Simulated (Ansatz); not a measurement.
Wurtzite GaN, treated with r²SCAN (PAW; Ansatz, a quantum-chemistry and plane-wave program).

Total energies, extrapolated to zero smearing (they compare only within this program, potentials and cutoff; free atoms with spin allowed, lowest state found):

```csv
system,energy (eV/atom)
"wurtzite GaN, relaxed",-2088.1945
free Ga atom,-3787.4287
free N atom,-380.0244
```

Question: Work out the cohesive energy per atom.

Answer: E_coh = [1 × (-3787.4287) + 1 × (-380.0244)]/2 − (-2088.1945) = 4.47 eV/atom. The reference value is 4.53 eV/atom (measured, temperature not stated, no zero-point or thermal correction; as tabulated in Zoroddu et al. (2001), arXiv:cond-mat/0011434), a difference of -0.06 eV/atom.

The PAW data were made under PBE.
